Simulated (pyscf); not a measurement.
Single points on ωB97X-D3(BJ)/def2-SVP structures (PySCF, gas phase).

Problem. Estimate the classical barrier height and the reaction energy of `[NH2][SiH][Cl]` [doublet] + `[NH3]` → `[NH2][SiH2][Cl]` + `[NH2]` [doublet] at ωB97M-D3(BJ)/def2-TZVP. The step runs on the doublet surface, breaks H–N and forms H–Si; take the separated reactants as zero.

Solution. ΔE‡ = 0.91 eV, ΔE = +0.70 eV. Zero-point energy shifts the barrier by -0.12 eV. It is a hydrogen abstraction, with an imaginary mode of 1082i cm⁻¹. On the product side the descent ends in a complex (not fully relaxed), 0.24 eV under the separated species and 0.43 eV under the saddle at ωB97X-D3(BJ)/def2-TZVP. This is the saddle that the search found; another between the same sides may lie lower. The angle at the transferred H is 155°.
